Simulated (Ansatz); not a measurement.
# C2H3ClF2: the cost of one run

Computed with Ansatz 0.2.0 (the levels named in each step, unless a step's input says otherwise).

## 1. The system as given

Bond lengths: F2–C3 1.341 Å, C3–C4 1.320 Å, C4–F5 1.334 Å, Cl1–H6 1.278 Å, C3–H7 1.078 Å, C4–H8 1.079 Å. Angles: F2–C3–C4 123.5°, F2–C3–H7 112.8°, C4–C3–H7 123.7°, C3–C4–F5 123.8°, C3–C4–H8 122.9°, F5–C4–H8 113.3°.

Coordinates:

```xyz
8

Cl    0.2533   -0.3521   -2.8180
F     0.0821   -0.7614    0.4915
C    -0.1312    0.5404    0.7346
C    -0.2946    1.0384    1.9466
F    -0.2668    0.3042    3.0600
H     0.2611   -1.0356   -1.7385
H    -0.1519    1.1350   -0.1645
H    -0.4638    2.0879    2.1314
```

## 2. A rough first relaxation, PBE-D4/def2-SVP

This run stands in another session on the same molecule. It ended at:

```xyz
8

Cl    0.2372   -0.3315   -2.7124
F     0.0848   -0.7981    0.4504
C    -0.1248    0.5195    0.6787
C    -0.2879    1.0147    1.9146
F    -0.2587    0.2612    3.0173
H     0.2440   -0.9336   -1.5573
H    -0.1483    1.1346   -0.2340
H    -0.4581    2.0900    2.0859
```

## 3. Relaxation, B2PLYP/def2-TZVPP

File input.yaml:

```yaml
crystal:
  periodic: [false, false, false]
  atoms:
    - { symbol: Cl, position_ang: [0.23720968, -0.33150976, -2.7124406] }
    - { symbol: F, position_ang: [0.08477364, -0.79810044, 0.45036294] }
    - { symbol: C, position_ang: [-0.12483422, 0.51950694, 0.6786823] }
    - { symbol: C, position_ang: [-0.28790152, 1.01465333, 1.91458079] }
    - { symbol: F, position_ang: [-0.25867496, 0.26115205, 3.01728331] }
    - { symbol: H, position_ang: [0.24403374, -0.93358423, -1.55726443] }
    - { symbol: H, position_ang: [-0.14834522, 1.13461415, -0.23395839] }
    - { symbol: H, position_ang: [-0.45808115, 2.09003797, 2.08593406] }
basis:
  gaussian: { orbitals: def2-TZVPP }
hamiltonian:
  xc: { name: B2PLYP }
relax:
  f_tol: 0.002
  max_steps: 150
```

Started as:

```console
$ ansatz run input.yaml --threads 4 --pin off --max-ram 10240MiB --backend cpu --events-out ev --progress --plain --runs-dir out
```

Q: Estimate wall time and peak memory on 4 threads of Intel Xeon Platinum 8259CL at 2.50GHz (Skylake/Cascade Lake), shared host.

About 2 min, with a peak of 0.75 GiB.
